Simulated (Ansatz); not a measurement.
Geometry optimisation, Ansatz, RKS PBE0-D4/def2-TZVP.

input.yaml

```yaml
crystal:
  periodic: [false, false, false]
  atoms:
    - { symbol: B, position_ang: [-0.237124, 0.0, -0.835582] }
    - { symbol: F, position_ang: [1.127794, 0.0, 1.285987] }
    - { symbol: H, position_ang: [1.696536, 0.0, 0.556389] }
    - { symbol: H, position_ang: [-1.350906, 0.0, -0.293094] }
basis:
  gaussian: { orbitals: def2-TZVP }
hamiltonian:
  xc: pbe0
  dispersion: d4
relax:
  f_tol: 0.03
  max_steps: 50
output:
  orbitals: {}
```

Launched with:

```bash
$ ansatz run input.yaml --threads 1 --pin off --max-ram 2048MiB --backend cpu --events-out ev --progress --plain --runs-dir out
```

Problem. Where does it end, and by what steps?

Solution. The forces met the threshold. After 12 steps the energy has fallen by 0.223 eV; F2 moved furthest, 0.83 Å.

| step | energy less start (eV) | largest force component (eV/Å) | accepted |
| --- | --- | --- | --- |
| 0 | 0.0000 | 0.263 | yes |
| 1 | -0.0382 | 0.740 | yes |
| 2 | -0.0716 | 0.825 | yes |
| 3 | -0.0705 | 0.810 | no |
| 4 | -0.0924 | 0.054 | yes |
| 5 | -0.0955 | 0.067 | yes |
| 6 | -0.1082 | 0.336 | yes |
| 7 | -0.1194 | 1.051 | yes |
| 8 | -0.1421 | 0.522 | yes |
| 9 | -0.1858 | 0.423 | yes |
| 10 | -0.2054 | 0.267 | yes |
| 11 | -0.2199 | 0.314 | yes |
| 12 | -0.2232 | 0.018 | yes |

```xyz
4
Properties=species:S:1:pos:R:3
B -0.439 0.000 -0.329
F 1.961 0.000 1.290
H 1.177 0.000 0.751
H -1.462 0.000 -0.998
```

Whether the end is a true minimum wasn't checked by a vibrational analysis.

The run took 12 s on 1 thread of Arm Neoverse V1 (shared host), peak memory 0.12 GiB.
